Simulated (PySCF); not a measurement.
ethanethiol (C₂H₆S), SMILES C(S)C. Atoms are numbered in the order given.

```xyz
9

C     -1.4669     0.7824    -0.2302
C     -0.5562    -0.4185    -0.4310
S      1.0706    -0.2695     0.3929
H     -2.4354     0.6106    -0.7073
H     -1.0313     1.6814    -0.6698
H     -1.6322     0.9739     0.8303
H     -0.9936    -1.3156     0.0096
H     -0.3975    -0.6250    -1.4893
H      1.4979     0.8038    -0.2935
```

The structure is a stationary point at B3LYP-D3(BJ)/def2-TZVP. The values are those of a single conformer.

Computed with B3LYP-D3(BJ)/def2-TZVP run with PySCF 2.14.0.

Frequencies are harmonic and unscaled.

| mode | ν (cm⁻¹) | IR (km/mol) | moving atoms (share of kinetic energy) |
|---|---|---|---|
| 1 | 208 | 13.5 | H 96 % |
| 2 | 258 | 1.8 | H 89 %, C 9 % |
| 3 | 331 | 1.3 | C 46 %, H 29 %, S 25 % |
| 4 | 651 | 3.3 | C 50 %, S 30 %, H 20 % |
| 5 | 740 | 1.7 | H 87 %, C 12 % |
| 6 | 879 | 5.6 | H 94 % |
| 7 | 985 | 6.6 | C 53 %, H 46 % |
| 8 | 1067 | 0.3 | H 55 %, C 45 % |
| 9 | 1124 | 7.0 | H 68 %, C 30 % |
| 10 | 1283 | 3.1 | H 84 %, C 16 % |
| 11 | 1309 | 19.0 | H 77 %, C 23 % |
| 12 | 1415 | 3.5 | H 81 %, C 19 % |
| 13 | 1480 | 1.6 | H 93 % |
| 14 | 1491 | 10.2 | H 97 % |
| 15 | 1499 | 3.2 | H 96 % |
| 16 | 2664 | 5.0 | H 97 % |
| 17 | 3028 | 28.5 | H 97 % |
| 18 | 3055 | 12.4 | H 95 % |
| 19 | 3084 | 20.6 | H 91 %, C 9 % |
| 20 | 3092 | 12.6 | H 91 %, C 9 % |
| 21 | 3115 | 28.3 | H 90 %, C 10 % |
